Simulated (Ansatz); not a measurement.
Consider the atomization: `O=[C]O`• → C• + H• + 2 O•.

Gas-phase electronic energies from Ansatz, PBE0-D4/def2-TZVP geometries. CCSD(T)/CBS is frozen-core, at the limit of the def2 triple- and quadruple-zeta sets. DFT in def2-TZVPP. Open shells (•) are unrestricted, without spin–orbit coupling. Spin–orbit coupling would lower the free atoms: a little for C, O. One conformer a species, not always the lowest.

```json
{"species": "`O=[C]O`•", "r2SCAN-D4 energy (Eh)": "-189.08952"}
{"species": "C•", "r2SCAN-D4 energy (Eh)": "-37.83292"}
{"species": "H•", "r2SCAN-D4 energy (Eh)": "-0.49993"}
{"species": "O•", "r2SCAN-D4 energy (Eh)": "-75.05861"}
```

Problem. Work out ΔE.

Solution. ΔE = 2 × (-75.05861) + (-37.83292) + (-0.49993) − (-189.08952) = 0.63945 Eh = +1678.9 kJ/mol. CCSD(T)/CBS gives +1645.2 kJ/mol.

Largest T1 diagnostic among the species: 0.022.

From PBE to PBE0 (25 % exact exchange), in def2-TZVPP and without D4, ΔE moves by −97.0 kJ/mol: exact exchange takes away binding that semilocal exchange gives to molecules. Leaving LDA and LC-ωPBE aside and taking each functional with its dispersion term where it has one, the values, not all of them listed here, spread over 233.3 kJ/mol, from BHLYP-D4 to PBE-D4. LDA lies +268.9 kJ/mol from PBE without D4, its usual overbinding. The D4 term adds +5.5 kJ/mol with B3LYP and +2.7 kJ/mol with PBE0; it sums over pairs of atoms, weighted by their polarisabilities, and B3LYP, whose exchange is more repulsive, gets the larger term.

B3LYP here is the variant with VWN-RPA as its local correlation; programs differ in this.
